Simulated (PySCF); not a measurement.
C3H6O. Atoms are numbered in the order given.

```xyz
10

C     -1.2889     0.0010    -0.6140
C      0.0000     0.0000     0.1882
C      1.2889    -0.0010    -0.6140
O      0.0000     0.0000     1.3983
H     -1.3099     0.8529    -1.3138
H     -1.3550    -0.9150    -1.2249
H     -2.1499     0.0533     0.0649
H      2.1499    -0.0533     0.0649
H      1.3550     0.9150    -1.2249
H      1.3099    -0.8529    -1.3138
```
Charge 0, spin multiplicity 1.

Coordinates come from a B3LYP-D3(BJ)/def2-SVP optimisation.

Computed with PBE/pcSseg-1 (PySCF).

GIAO shieldings, no solvent; atoms alike by connectivity are averaged. δ = σ(ref) − σ: ¹³C against TMS (σ = 182.0 ppm); ¹⁷O against H2O (σ = 334.3 ppm); ¹H against TMS (σ = 31.49 ppm), references at their B3LYP-D3(BJ)/def2-TZVP geometries, non-relativistic.

Computed chemical shifts:
```csv
nucleus,atoms,count,δ (ppm)
¹³C,C2,1,207.0
¹³C,"C1, C3",2,33.8
¹⁷O,O4,1,703.4
¹H,"H5, H6, H7, H8, H9, H10",6,2.36
```
